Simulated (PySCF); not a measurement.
# N(OH)2: structure of the doublet

Where does doublet N(OH)2 go from a linear start, is the end point a minimum, and what are its modes, charges and moments?

Computed with PySCF 2.14.0. Level: PBE0, basis N def2-TZVP, O def2-TZVP, H def2-TZVP, no relativity, density fitting.

## (1) The system as given

5 atoms, charge 0, spin multiplicity 2.

Bond lengths: N1–O2 1.340 Å, N1–O3 1.340 Å, O2–H4 0.960 Å, O3–H5 0.960 Å. Angles: O2–N1–O3 180.0°, N1–O2–H4 130.0°, N1–O3–H5 130.0°.

```xyz
5
charge 0 multiplicity 2
N     0.0000    0.0000    0.0000
O     0.0000    0.0000    1.3400
O     0.0000    0.0000   -1.3400
H    -0.7354    0.0000    1.9571
H     0.7354    0.0000   -1.9571
```

## (2) The SCF at the typed geometry

The steps below are one call of a driver around PySCF. For each, scf.py gives the equivalent set-up of the SCF; relaxations use the driver's own optimiser. After this first run the driver tries any further starts and a stability analysis.

Input file scf.py:

```python
from pyscf import gto, scf, dft
mol = gto.M(atom='''
N      0.000000     0.000000     0.000000
O      0.000000     0.000000     1.340000
O      0.000000     0.000000    -1.340000
H     -0.735400     0.000000     1.957100
H      0.735400     0.000000    -1.957100''',
    basis={'N': 'def2-TZVP', 'O': 'def2-TZVP', 'H': 'def2-TZVP'},
    charge=0, spin=1)
mf = dft.UKS(mol, xc='PBE0')
mf.grids.atom_grid = (50, 194)
aux = {'N': 'def2-universal-JKFIT', 'O': 'def2-universal-JKFIT', 'H': 'def2-universal-JKFIT'}
mf = mf.density_fit(auxbasis=aux)
mf.conv_tol = 1e-08
mf.diis_space = 10
mf.max_cycle = 60
mf.init_guess = 'minao'
mf.verbose = 4
mf.kernel()
```

The run is started by

```sh
OMP_NUM_THREADS=4 python axn.py task.json out
```

After this run come: Linear start, doublet: relaxation; Releasing the symmetry; Vibrations and properties at this point.

Q: Predict the outcome of this session. Wanted: minimum; geometry; wavenumbers; dipole moment; highest occupied, lowest empty level; polar-tensor charge of N1; zero-point energy; atomisation energy; ⟨S²⟩.

As calculated:

```
                                          quantity                                                                                             value
                                           minimum                                                                                       doublet, Cs
                                          geometry      N–O 1.343 Å, N–O 1.375 Å, O–H 0.964 Å, O–H 0.971 Å; H–O–N 104.0°, H–O–N 107.5°, O–N–O 104.9°
                                wavenumbers (cm⁻¹)  215 (a''), 354 (a''), 589 (a'), 1027 (a'), 1104 (a'), 1342 (a'), 1457 (a'), 3710 (a'), 3835 (a')
                                     dipole moment                                                                                            2.14 D
highest occupied, lowest empty level (either spin)                                                                                   -6.07, -0.90 eV
                         polar-tensor charge of N1                                                                                           +0.46 e
                                 zero-point energy                                                                                       81.6 kJ/mol
                               entropy at 298.15 K                                                                                   267.7 J/(mol K)
         atomisation energy (no zero-point energy)                                                                                       1476 kJ/mol
                                              ⟨S²⟩                                                                                             0.755
```

**Reading.** The linear start (C2h) ends in a minimum of Cs symmetry. The strongest infrared band lies at 215 cm⁻¹ (a''). Most of the spin sits on N1 (Mulliken spin 0.79, against 1 for the whole molecule). The first SCF alone would have been 49 kJ/mol too high. Only this shape and spin were tried, so other structures or states may lie lower.
